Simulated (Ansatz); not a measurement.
Results of r²SCAN-D4 (PAW; Ansatz, an electronic-structure program) for graphite.

Run with plane-wave cutoff 560 eV, 24×24×8 k mesh (along the axes of the cell as run), Fermi–Dirac smearing 0.05 eV, scalar-relativistic PAW data made under PBE.

Shape and atoms are relaxed at each volume.

Pressure at four volumes; x = ln(V/8.799 Å³). One pressure is withheld.

```csv
V (Å³/atom),x,P (GPa)
8.447,-0.0408,1.735
8.799,0.0000,-0.003
8.975,0.0198,-0.616
9.150,0.0391,?
```

Pass a parabola P(x) through the three rows shown, estimate the bulk modulus and its pressure derivative near zero pressure, and predict the withheld pressure.

Slopes between the rows: (-0.003 − (1.735))/(0.0000 − (-0.0408)) = -42.60 and (-0.616 − (-0.003))/(0.0198 − (0.0000)) = -30.96 GPa. Their difference over the span 0.0606 is c = 11.64/0.0606 = 192.1 GPa, so P(x) = 1.735 + (-42.60)(x − (-0.0408)) + 192.1 (x − (-0.0408))(x − (0.0000)). At the middle row B = −dP/dx = −[-42.60 + 192.1 × 0.0408] = 34.8 GPa, and B′ = dB/dP = 2c/B = 11.0. At x = 0.0391 the parabola gives -1.069 GPa; the run gives -1.084 GPa. The Birch–Murnaghan fit to the energies at all volumes has B0 = 34.6 GPa and B′ = 10.9.

Measured, for comparison: bulk modulus 33.8 ± 0.3 GPa (room temperature, no zero-point or thermal correction, our sources range from 33.8 to 35.8; as tabulated in Ouyang et al. (2019), arXiv:1912.06187). Computed (rounded) less measured: bulk modulus +2 % (inside the range of the sources held).

Note: the bulk modulus comes from volumes at which shape and atoms were relaxed.
